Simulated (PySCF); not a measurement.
# One molecule, a ladder of functionals, a line

Molecule: 2,2,2-Trifluoroethylamine (NCC(F)(F)F, C2H4F3N).

Mapped SMILES: `[NH2:1][CH2:2][C:3]([F:4])([F:5])[F:6]` (H(Xn): hydrogen on atom n).

GIAO shieldings (ppm, equivalent atoms averaged) in PySCF on the PBE0-D3(BJ)/def2-SVP geometry, basis pcSseg-2, gas phase, non-relativistic:

| functional | exact exchange (%) | σ(C3) | σ(C2) | σ(F4/F5/F6) |
| --- | --- | --- | --- | --- |
| BLYP | 0 | 33.4 | 122.8 | 246.4 |
| BP86 | 0 | 38.6 | 128.1 | 247.7 |
| PBE | 0 | 38.5 | 128.4 | 246.6 |
| B3LYP | 20 | 41.9 | 128.9 | 259.7 |
| mPW1PW91 | 25 | 48.0 | 134.5 | 264.1 |
| BHandHLYP | 50 | 54.2 | 136.3 | 277.1 |
| HF | 100 | 74.2 | 147.2 | 303.7 |

(1) Fit each shielding as a line in the percentage of exact exchange.

(2) What does the line predict for PBE0 (25 %), and what does the run give?

## Answers

(1) σ(C3) = 36.6 + 0.37 x (rms 2.0 ppm); σ(C2) = 126.6 + 0.21 x (rms 2.1 ppm); σ(F4/F5/F6) = 247.7 + 0.57 x (rms 1.2 ppm). The functionals also differ in their semilocal parts, which the line can't hold; Hartree–Fock has no correlation at all.

(2) σ(C3): 45.9 predicted, 48.7 computed; σ(C2): 131.8 predicted, 135.2 computed; σ(F4/F5/F6): 261.9 predicted, 263.4 computed ppm.
